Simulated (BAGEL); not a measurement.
# CH3Al (SMILES C[Al]) at HF/6-31G(d) (density fitting with cc-pvqz-jkfit, spherical functions)

Aim: the vertical ionisation energy of CH3Al at HF/6-31G* (density fitting with cc-pvqz-jkfit, spherical functions), from 2 runs. 

The results are computed with BAGEL 1.2.2.

8 further runs of the same task are left out: 8 that didn't finish.

**1. Starting point**

CH3Al: 5 atoms, total charge 0, spin state singlet. SMILES: `C[Al]`. The coordinates come from a PBE0-D4/def2-TZVP relaxation.

Bond lengths: C1–Al2 1.988 Å, C1–H3 1.098 Å, C1–H4 1.098 Å, C1–H5 1.098 Å. Angles: Al2–C1–H3 111.8°, Al2–C1–H4 111.8°, Al2–C1–H5 111.8°, H3–C1–H4 107.1°, H3–C1–H5 107.1°, H4–C1–H5 107.1°.

**2. A single-point energy at HF/6-31G(d) (density fitting with cc-pvqz-jkfit, spherical functions)**

The input, calc.json:

```json
{ "bagel": [

{
  "title": "molecule",
  "basis": "6-31gs.json",
  "df_basis": "cc-pvqz-jkfit",
  "angstrom": true,
  "geometry": [
    { "atom": "C", "xyz": [   -0.131220,   -0.057510,    0.054000 ] },
    { "atom": "Al", "xyz": [    1.572690,    0.689240,   -0.647230 ] },
    { "atom": "H", "xyz": [   -0.230740,   -1.127460,   -0.171770 ] },
    { "atom": "H", "xyz": [   -0.205100,    0.049890,    1.144270 ] },
    { "atom": "H", "xyz": [   -1.005630,    0.445840,   -0.379270 ] }
  ]
},
{
  "title": "hf",
  "charge": 0
},
{
  "title": "print",
  "file": "orbitals.molden",
  "orbitals": true
}

]}
```

The basis set 6-31G* is read from a file made from the Basis Set Exchange's data (not shown).

Command:

```
BAGEL_NUM_THREADS=1 BAGEL calc.json > calc.out
```

The log of the run:

```text
* using 1 threads per process

  ===============================================================
  ===============================================================

  *** Geometry ***

  { "atom" : "C", "xyz" : [     -0.247970,     -0.108678,      0.102045 ] },
  { "atom" : "Al", "xyz" : [      2.971953,      1.302475,     -1.223087 ] },
  { "atom" : "H", "xyz" : [     -0.436035,     -2.130591,     -0.324598 ] },
  { "atom" : "H", "xyz" : [     -0.387583,      0.094278,      2.162357 ] },
  { "atom" : "H", "xyz" : [     -1.900365,      0.842515,     -0.716716 ] },

  Number of auxiliary basis functions:      407

  Since a DF basis is specified, we compute 2- and 3-index integrals:
    o Being stored without compression. Storage requirement is 0.005 GB

  Number of basis functions:       38
  Number of electrons      :       22

    * METHOD: MOLECULE                             0.09

  *** RHF ***

  === Nuclear Repulsion ===
    38.2614716938

      * DIIS with orbital gradients will be used.

  === RHF iteration (6-31gs.json) ===
      0       -281.38992556          0.02484759           0.01
      1       -281.46573693          0.01199199           0.01
      2       -281.48402217          0.00180762           0.01
      3       -281.48511435          0.00029154           0.01
      4       -281.48514967          0.00008858           0.01
      5       -281.48515257          0.00001802           0.01
      6       -281.48515268          0.00000362           0.01
      7       -281.48515269          0.00000066           0.01
      8       -281.48515269          0.00000017           0.01
      9       -281.48515269          0.00000004           0.01
     10       -281.48515269          0.00000000           0.01
    * SCF iteration converged.

    * Permanent dipole moment:
           (    0.344867,     0.151145,    -0.141926) a.u.

    * METHOD: HF                                   0.15

    * METHOD: PRINT                                0.00

  ===============================================================
```

Wall time 0.62 s (1 thread of Intel Xeon 6975P-C (Granite Rapids), shared host); peak memory 0.14 GiB.

**3. The doublet cation at the same level**

The input, hf.json:

```json
{ "bagel" : [

{
  "title" : "molecule",
  "basis" : "6-31gs.json",
  "df_basis" : "cc-pvqz-jkfit",
  "angstrom" : true,
  "geometry" : [
    { "atom" : "C", "xyz" : [      -0.131220,      -0.057510,       0.054000 ] },
    { "atom" : "Al", "xyz" : [       1.572690,       0.689240,      -0.647230 ] },
    { "atom" : "H", "xyz" : [      -0.230740,      -1.127460,      -0.171770 ] },
    { "atom" : "H", "xyz" : [      -0.205100,       0.049890,       1.144270 ] },
    { "atom" : "H", "xyz" : [      -1.005630,       0.445840,      -0.379270 ] }
  ]
},

{
  "title" : "uhf",
  "charge" : 1,
  "nopen" : 1
},

{
  "title" : "print",
  "file" : "orbitals.molden",
  "orbitals" : true
}

]}
```

The basis set 6-31G* is read from a file made from the Basis Set Exchange's data (not shown).

Command:

```
BAGEL_NUM_THREADS=1 BAGEL hf.json > hf.out
```

The log of the run:

```text
* using 1 threads per process

  ===============================================================
  ===============================================================

  *** Geometry ***

  { "atom" : "C", "xyz" : [     -0.247970,     -0.108678,      0.102045 ] },
  { "atom" : "Al", "xyz" : [      2.971953,      1.302475,     -1.223087 ] },
  { "atom" : "H", "xyz" : [     -0.436035,     -2.130591,     -0.324598 ] },
  { "atom" : "H", "xyz" : [     -0.387583,      0.094278,      2.162357 ] },
  { "atom" : "H", "xyz" : [     -1.900365,      0.842515,     -0.716716 ] },

  Number of auxiliary basis functions:      407

  Since a DF basis is specified, we compute 2- and 3-index integrals:
    o Being stored without compression. Storage requirement is 0.005 GB

  Number of basis functions:       38
  Number of electrons      :       22

    * METHOD: MOLECULE                             0.09

  *** Open-shell HF ***

  === Nuclear Repulsion ===
    38.2614716938

      * DIIS with orbital gradients will be used.

  === UHF iteration (6-31gs.json) ===
      0       -281.17158590          0.03433866           0.02
      1       -281.22382138          0.01527636           0.02
      2       -281.23350652          0.00700492           0.01
      3       -281.23583552          0.00156774           0.02
      4       -281.23652364          0.00051159           0.01
      5       -281.23663166          0.00021487           0.01
      6       -281.23665081          0.00010387           0.01
      7       -281.23665805          0.00002969           0.01
      8       -281.23665907          0.00000761           0.01
      9       -281.23665923          0.00000299           0.01
     10       -281.23665926          0.00000128           0.01
     11       -281.23665927          0.00000033           0.01
     12       -281.23665927          0.00000018           0.01
     13       -281.23665927          0.00000008           0.02
     14       -281.23665927          0.00000004           0.02
     15       -281.23665927          0.00000001           0.02
    * SCF iteration converged.

    * S^2 (UHF) is 0.7802

    * Permanent dipole moment:
           (   -0.879092,    -0.385269,     0.361782) a.u.

    * METHOD: UHF                                  0.28

    * METHOD: PRINT                                0.00

  ===============================================================
```

Wall time 0.75 s (1 thread of Intel Xeon 6975P-C (Granite Rapids), shared host); peak memory 0.14 GiB.

**4. Results**

At HF/6-31G* (density fitting with cc-pvqz-jkfit, spherical functions):

```
                                          quantity          value
                       singlet CH3Al: total energy  -281.48515 Eh
                      singlet CH3Al: dipole moment         1.02 D
                        singlet CH3Al: HOMO energy       -7.52 eV
                        singlet CH3Al: LUMO energy        1.27 eV
                      singlet CH3Al: HOMO–LUMO gap        8.80 eV
                      doublet cation: total energy  -281.23666 Eh
                              doublet cation: ⟨S²⟩          0.780
vertical ionisation energy (to the doublet cation)       6.762 eV
```

**Reading.** The vertical ionisation energy comes to 6.76 eV (156 kcal/mol). The negative HOMO energy of the first species, 7.52 eV, lies 0.76 eV above that difference.
